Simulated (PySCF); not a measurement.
**MgO: one state, many levels of theory**

State: ³Π (triplet), unpaired electrons σ ↑, π ↑. Set-up: Mg 6-311G(d,p), O 6-311G(d,p); no relativity (PySCF 2.14). De refers to Mg + O in their high-spin ground configurations, without counterpoise correction. The functionals are run spin-unrestricted. A positive dipole means Mg(−)O(+).

```
      Level  Re (Å)  ωe (cm⁻¹)  De (eV)  μ (D)
        UHF   1.883        672     1.16  -3.37
    UHF-MP2   1.902        651     2.05    n/a
UHF-SCS-MP2   1.903        649     1.91    n/a
   UHF-CCSD   1.903        644     1.68    n/a
UHF-CCSD(T)   1.908        636     1.76    n/a
        PBE   1.927        596     2.53  -2.72
     r²SCAN   1.907        625     2.60  -2.95
      TPSSh   1.916        612     2.31  -2.76
      B3LYP   1.910        618     2.25  -3.02
       PBE0   1.903        629     2.26  -3.01
     M06-2X   1.899        636     2.20  -3.22
```

The bond length runs from 1.883 Å (UHF) to 1.927 Å (PBE). De spans 1.16 eV (UHF, mean field) to 2.60 eV (r²SCAN, meta-GGA). Correlation at CCSD(T) changes the Hartree–Fock bond energy by +0.60 eV; the triples alone change it by +0.08 eV.

Correlated steps freeze 2 core orbitals. Counting both spins, an empty level lies below a filled one in some of these solutions, because spin and occupation are held. The state is the lowest determinant that a PBE0 search found; another state may lie lower at other levels.
